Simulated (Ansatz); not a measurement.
The cation of C₂H₂ClF, SMILES `F/C=C/Cl` at the neutral geometry.

```yaml
crystal:
  periodic: [false, false, false]
  atoms:
    - {symbol: F, position_ang: [-0.308326, 1.774920, 0.089717]}
    - {symbol: C, position_ang: [-0.014994, 0.565078, -0.386457]}
    - {symbol: C, position_ang: [0.005115, -0.486469, 0.411667]}
    - {symbol: Cl, position_ang: [0.378696, -2.049174, -0.181103]}
    - {symbol: H, position_ang: [0.191850, 0.551864, -1.449456]}
    - {symbol: H, position_ang: [-0.210341, -0.420217, 1.469431]}
basis:
  gaussian: {orbitals: def2-TZVPP}
total_charge: 1
magnetization: {spin_polarized: true, initial_magnetization: 1}
hamiltonian: {xc: pbe, dispersion: d4}
```

```sh
$ ansatz run in.yaml --threads 2 --pin off --events-out ev --progress --plain
```

Output, abridged:

```
Functional definition: PBE
928 factors; their error is unknown
mean field evaluation 1: about -17303.5306 eV, gradient 7.0e1 eV
mean field evaluation 2: about -16983.2571 eV, gradient 2.4e2 eV
mean field evaluation 4: about -17314.7527 eV, gradient 6.2e1 eV
mean field evaluation 8: about -17327.5620 eV, gradient 1.9e-1 eV
mean field evaluation 16: about -17327.5423 eV, gradient 1.0e-3 eV
mean field -17327.54227489 eV, -636.7754335724 hartree, gradient 3.3e-5 eV, S^2 0.751626; 1 other end points of the search recorded, 0 dependent functions left out
reference -17327.54230416 eV, -636.7754346479 hartree; 20, 19 occupied and 143, 144 virtual orbitals, 928 factors
Total energy: -17327.62484778 eV, -636.7784680698 hartree
```

Hardware: 2 threads of a server CPU on a shared host. Wall time 2.8 s, peak host memory 0.2 GiB.
